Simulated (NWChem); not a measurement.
# doublet [C2F2]+: levels of theory compared

Aim: a comparison of 3 runs (UHF/cc-pVTZ, USVWN5/cc-pVTZ, UMP2/cc-pVTZ) of doublet [C2F2]+. 

The results are computed with NWChem 7.3.0.

### 1 The molecule

[C2F2]+ has 4 atoms, charge +1, and is taken as a doublet. As SMILES of the parent species, `FC#CF`. Geometry: relaxed at PBE0-D4/def2-TZVP. That shape belongs to the parent species and isn't relaxed for this state.

Bond lengths: F1–C2 1.277 Å, C2–C3 1.184 Å, C3–F4 1.277 Å. Angles: F1–C2–C3 180.0°, C2–C3–F4 180.0°.

### 2 The energy at UHF/cc-pVTZ (run 1)

c2f2.xyz reads:

```xyz
4

F     -0.136400     0.128000     1.852800
C     -0.033700     0.030200     0.583200
C      0.061400    -0.060400    -0.593400
F      0.164100    -0.158200    -1.863000
```

c2f2.nw reads:

```
start c2f2
memory total 2200 mb
charge 1

geometry units angstroms noautosym nocenter noautoz
  load format xyz c2f2.xyz
end

basis spherical bse
  * library cc-pVTZ
end

scf
  doublet
  uhf
  thresh 1e-08
  maxiter 80
  noprint "final vectors analysis"
end

task scf
```

Command:

```
$ nwchem c2f2.nw > c2f2.out
```

Standard output:

```text
[...]
  functions       =   120
[...]
  wavefunction    = UHF
[...]
         Total SCF energy =   -274.191071808459
      One electron energy =   -559.415159742129
      Two electron energy =    189.713084063614
 Nuclear repulsion energy =     95.511003870056
                       Sz =      0.5000
                 Sz(Sz+1) =      0.7500
                      S^2 =      0.7551
[...]
```

Run time: 50 s. Hardware: 1 thread of Intel Xeon at 2.60GHz (Ice Lake), shared host; peak memory 0.1 GiB.

### 3 A single-point energy at USVWN5/cc-pVTZ (run 2)

c2f2.xyz is that of step 2.

run.py reads:

```python
from ase.io import read
from ase.calculators.nwchem import NWChem

mol = read('c2f2.xyz')

calc = NWChem(
    label='c2f2',
    theory='dft',
    memory='2200 mb',
    basis='cc-pVTZ',
    basispar='spherical bse',
    charge=1,
    dft={'xc': 'slater vwn_5', 'mult': '2', 'grid': 'fine', 'convergence': 'energy 1e-08', 'iterations': '100', 'mulliken': None},
    task='energy',
)
mol.calc = calc

e = mol.get_potential_energy()
print(f"E = {e:.6f} eV")
```

Command:

```
$ export ASE_NWCHEM_COMMAND="nwchem PREFIX.nwi > PREFIX.nwo"
$ python run.py
```

Standard output:

```text
E = -7442.421232 eV
```

The calculator wrote c2f2.nwi:

```
title "c2f2"

permanent_dir c2f2

scratch_dir c2f2

start c2f2

geometry units angstrom nocenter noautosym noautoz
  F  -1.3639999999999999e-01 1.2800000000000000e-01 1.8528000000000000e+00
  C  -3.3700000000000001e-02 3.0200000000000001e-02 5.8320000000000005e-01
  C  6.1400000000000003e-02 -6.0400000000000002e-02 -5.9340000000000004e-01
  F  1.6410000000000000e-01 -1.5820000000000001e-01 -1.8630000000000000e+00
end

charge 1

memory 2200 mb

basis spherical bse noprint
   * library cc-pVTZ
end

dft
  xc slater vwn_5
  mult 2
  grid fine
  convergence energy 1e-08
  iterations 100
  mulliken
end

task dft energy
```

c2f2.nwo:

```text
Northwest Computational Chemistry Package (NWChem) 7.3.0
             --------------------------------------------------------

           Job information
           ---------------

    nwchem branch   = 7.3.0
    use scalapack   = T
    input           = c2f2.nwi
    prefix          = c2f2.
    data base       = c2f2/c2f2.db
    status          = startup
    nproc           =        1

           Memory information
           ------------------

[... 5 lines left out ...]
    hardfail = no
[... 36 lines left out ...]
            Nuclear Dipole moment (a.u.)
[... 70 lines left out ...]
          Convergence on density requested:  1.00D-05
[... 22 lines left out ...]
          Convergence aids based upon iterative change in
[... 31 lines left out ...]
 2-e energy   =     184.465808
[... 52 lines left out ...]
           Coulomb energy =      219.699847295241
[... 861 lines left out ...]
                     DFT Final Beta Molecular Orbital Analysis
[... 969 lines left out ...]
     Multipole analysis of the density
     ---------------------------------

     L   x y z        total         alpha         beta         nuclear
     -   - - -        -----         -----         ----         -------
     0   0 0 0      1.000000    -15.000000    -14.000000     30.000000

     1   1 0 0      0.026173     -0.392591     -0.366418      0.785181
[... 8 lines of this table left out ...]
     2   0 0 2     -7.660121   -124.395812   -119.976614    236.712306

 Task  times  cpu:       55.2s     wall:       55.2s
 Total times  cpu:       55.2s     wall:       55.2s
```

Run time: 56 s. Hardware: 1 thread of Intel Xeon at 2.60GHz (Ice Lake), shared host; peak memory 0.12 GiB.

### 4 The energy at UMP2/cc-pVTZ (run 3)

c2f2.xyz is that of step 3.

c2f2.nw reads:

```
start c2f2
memory stack 880 mb heap 220 mb global 1100 mb
charge 1

geometry units angstrom noautosym nocenter noautoz
 load c2f2.xyz
end

basis spherical bse
 * library cc-pVTZ
end

scf
 doublet
 uhf
 thresh 1e-08
 maxiter 80
 print low
end

mp2
 freeze core 4
 tight
end

task mp2
```

Command:

```
$ nwchem c2f2.nw > c2f2.out
```

Standard output:

```text
[...]
  functions       =   120
[...]
  wavefunction    = UHF
[...]
         Total SCF energy =   -274.191071808459
      One electron energy =   -559.415159742129
      Two electron energy =    189.713084063614
 Nuclear repulsion energy =     95.511003870056
                       Sz =      0.5000
                 Sz(Sz+1) =      0.7500
                      S^2 =      0.7551
[...]
          Total MP2 energy          -274.936774268905
[...]
```

It took 60 s on 1 thread of Intel Xeon at 2.60GHz (Ice Lake), shared host; peak memory 0.41 GiB.

### 5 Overview of the runs

```
run           level  iteration cap  module  energy (Eh)   ⟨S²⟩  wall time
  1     UHF/cc-pVTZ             80     scf  -274.191072  0.755       50 s
  2  USVWN5/cc-pVTZ            100     dft  -273.503938  0.751       56 s
  3    UMP2/cc-pVTZ             80     mp2  -274.936774  0.755       60 s
```

### 6 Summary of results

| quantity | value |
| --- | --- |
| run 3: total energy | -274.93677 Eh |
| run 3: correlation energy (4 core orbitals frozen) | -745.7 mEh |
| run 3: ⟨S²⟩ of the reference determinant | 0.755 |

All runs together took 2.8 min, the longest 60 s.
